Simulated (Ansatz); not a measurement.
We consider diamond-structure Si, described by r²SCAN0 (plane waves, PAW; Ansatz, an electronic-structure program).

Run with plane-wave cutoff 520 eV, 8×8×8 k mesh, Fermi–Dirac smearing 0.01 eV, scalar-relativistic PAW data made under PBE.

Properties against volume:

| V (Å³/atom) | P (GPa) | direct gap at Γ (eV) |
|---|---|---|
| 18.951 | 6.00 | 4.048 |
| 19.450 | 2.86 | 4.036 |
| 20.155 | -0.95 | 4.017 |
| 20.448 | -2.34 | 4.009 |
| 20.946 | -4.48 | 3.994 |

The fundamental gap (1.84 eV at the equilibrium volume, with added k points) lies elsewhere than Γ–Γ.
